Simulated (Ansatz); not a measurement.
Mulliken charges of `COC(F)F` from PBE/def2-TZVPP in Ansatz (PBE0-D4/def2-TZVP geometry).

| atom | x (Å) | y (Å) | z (Å) | charge (e) |
| --- | --- | --- | --- | --- |
| C1 | -0.560 | -0.364 | -0.988 | -0.156 |
| O2 | 0.679 | 0.036 | -0.429 | -0.200 |
| C3 | 0.605 | 0.382 | 0.873 | 0.296 |
| F4 | 0.382 | -0.706 | 1.659 | -0.168 |
| F5 | 1.789 | 0.892 | 1.223 | -0.146 |
| H6 | -1.322 | 0.412 | -0.848 | 0.089 |
| H7 | -0.386 | -0.507 | -2.052 | 0.120 |
| H8 | -0.909 | -1.300 | -0.545 | 0.117 |
| H9 | -0.190 | 1.109 | 1.090 | 0.046 |

Q: By hand: the dipole of these point charges (1 e Å = 4.8032 D).

A: Σ q r = (-0.474, 0.026, -0.294) e Å, of length 0.558 e Å = 2.68 D.

Q: How does the dipole of the full density compare? (Estimate.)

A: The calculation gave: (-0.483, 0.071, -0.262) e Å, 2.66 D; the point charges give 1.01 times that, at 6° from its direction.

Point charges leave out the atoms' own dipoles, such as those of lone pairs, and Mulliken's split depends on the basis, so the close match here is no proof of good charges.
